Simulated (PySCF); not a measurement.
# Orbital picture of N₂⁺

ωB97X-V at R = 1.104 Å; N def2-TZVPPD; no relativity (PySCF 2.14). State: ²Σg⁺ (doublet), unpaired electrons σ ↑. Only the outer orbitals are listed.

| spin | orbital | occ. | ε (eV) | main shells (%) |
| --- | --- | --- | --- | --- |
| α | σg | 1 | -46.17 | 74 s, 24 p |
| α | σu | 1 | -30.71 | 70 s, 30 p |
| α | σg | 1 | -27.57 | 70 p, 30 s |
| α | πu | 1 | -27.02 | 97 p |
| α | πu | 1 | -27.02 | 97 p |
| α | πg | 0 | -9.11 | 94 p |
| α | πg | 0 | -9.11 | 94 p |
| α | σg | 0 | -2.84 | 103 s |
| β | σg | 1 | -45.36 | 76 s, 23 p |
| β | σu | 1 | -27.89 | 78 s, 22 p |
| β | πu | 1 | -26.61 | 97 p |
| β | πu | 1 | -26.61 | 97 p |
| β | σg | 0 | -17.00 | 69 p, 31 s |
| β | πg | 0 | -8.50 | 95 p |
| β | πg | 0 | -8.50 | 95 p |

Which are the highest filled and the lowest empty level, where do they sit, and how wide is the gap?

Highest filled β πu at -26.61 eV (in %: 97 p); lowest empty β σg at -17.00 eV (in %: 69 p, 31 s); the gap at ωB97X-V is 9.61 eV.

```json
{
 "bond order (Mayer)": "3.15",
 "⟨S²⟩": "0.754"
}
```

Shares are Mulliken populations and can fall outside 0 to 100 %.

The state was picked by a PBE0 search and need not be the measured ground state.
